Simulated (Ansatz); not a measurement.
**C2H2O3: small, medium and large basis sets**

One table from this session's results is given with a row withheld; the runs are named, their logs left out.

The runs use Ansatz 0.2.0, Gaussian basis; one geometry, several basis sets.

Levels to be run: PBE0-D4/def2-SVP; ωB97M-V/def2-SVP; PBE0-D4/def2-QZVPP; ωB97M-V/def2-QZVPP; the functionals' def2-TZVPP values are taken from earlier runs.

## Structure used throughout

The geometry comes from an earlier relaxation with PBE0-D4 in a triple-zeta def2 set; it is a stationary point, not always the lowest conformer.

SMILES `O=COC=O`, 7 atoms, charge 0, spin multiplicity 1.

Atoms are counted from 1 here; the program's logs count them from 0.

Bond lengths: O1–C2 1.182 Å, C2–O3 1.374 Å, C2–H6 1.099 Å, O3–C4 1.374 Å, C4–O5 1.182 Å, C4–H7 1.099 Å. Angles: O1–C2–O3 126.2°, O1–C2–H6 126.0°, O3–C2–H6 107.7°, C2–O3–C4 122.0°, O3–C4–O5 126.2°, O3–C4–H7 107.7°, O5–C4–H7 126.0°.

Set-up of the first run:

in.yaml reads:

```yaml
crystal:
  periodic: [false, false, false]
  atoms:
    - {symbol: O, position_ang: [0.032209, 0.442863, 1.731494]}
    - {symbol: C, position_ang: [0.208559, -0.516375, 1.064589]}
    - {symbol: O, position_ang: [0.326449, -0.542889, -0.303982]}
    - {symbol: C, position_ang: [-0.171037, 0.463296, -1.096392]}
    - {symbol: O, position_ang: [-1.022934, 1.227276, -0.802115]}
    - {symbol: H, position_ang: [0.356898, -1.541185, 1.432528]}
    - {symbol: H, position_ang: [0.331156, 0.399015, -2.071721]}
basis:
  gaussian: {orbitals: def2-SVP}
hamiltonian: {xc: pbe0, dispersion: d4}
output: {orbitals: {seedname: orbitals}}
```

The run is started by

```bash
$ ansatz run in.yaml --threads 2 --pin off --events-out ev --progress --plain --max-ram 4352MiB
```

Steps of the session up to this table: PBE0-D4 in def2-SVP; ωB97M-V in def2-SVP; PBE0-D4 in def2-QZVPP; ωB97M-V in def2-QZVPP.

One table of the session follows, with a row left open; its other results are not shown here.

It belongs to the step «Functionals by basis». 

| functional | basis | HOMO (eV) |
| --- | --- | --- |
| PBE0-D4 | def2-SVP | -8.37 |
| PBE0-D4 | def2-TZVPP | -8.49 |
| PBE0-D4 | def2-QZVPP | -8.52 |
| ωB97M-V | def2-SVP | -10.73 |
| ωB97M-V | def2-TZVPP | ? |
| ωB97M-V | def2-QZVPP | -10.91 |

**Question.** Estimate the row for ωB97M-V, def2-TZVPP.

The run gave: HOMO (eV): -10.87. In the column «HOMO (eV)» it lies between ωB97M-V, def2-QZVPP (-10.91) and ωB97M-V, def2-SVP (-10.73).
